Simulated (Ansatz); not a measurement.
Antiferromagnetic (type II) rock-salt MnO, treated with PBEsol in Ansatz (plane waves, PAW).

Numerical settings: plane-wave cutoff 520 eV, 14×14×14 k mesh, spin-polarised with opposed moments, scalar-relativistic PAW data made under PBE.

Cell (measured lattice):

```cif
data_Mn2O2
_chemical_formula_sum 'Mn2 O2'
_space_group_name_H-M_alt 'P 1'
_space_group_IT_number 1
_cell_length_a 5.43787
_cell_length_b 5.43787
_cell_length_c 5.43787
_cell_angle_alpha 33.557
_cell_angle_beta 33.557
_cell_angle_gamma 33.557
loop_
_space_group_symop_operation_xyz
  'x, y, z'
loop_
_atom_site_label
_atom_site_type_symbol
_atom_site_fract_x
_atom_site_fract_y
_atom_site_fract_z
_atom_site_occupancy
Mn1 Mn 0.00000 0.00000 0.00000 1
Mn2 Mn 0.50000 0.50000 0.50000 1
O1 O 0.25000 0.25000 0.25000 1
O2 O 0.75000 0.75000 0.75000 1
```

Problem. Predict the Voigt–Reuss–Hill bulk modulus, polycrystal shear modulus (Hill average), Young modulus and Poisson ratio.

Solution. 
* **Voigt–Reuss–Hill bulk modulus**: 133 GPa
* **polycrystal shear modulus (Hill average)**: 34.7 GPa
* **Young modulus**: 95.9 GPa
* **Poisson ratio**: 0.380

Note: the cell isn't this level's own, so it is under some stress, which shifts stiffness and frequencies.

Elastic constants are with the ions relaxed.

The computed numbers hold no vibrational or temperature effects.

Ansatz is an electronic-structure program.
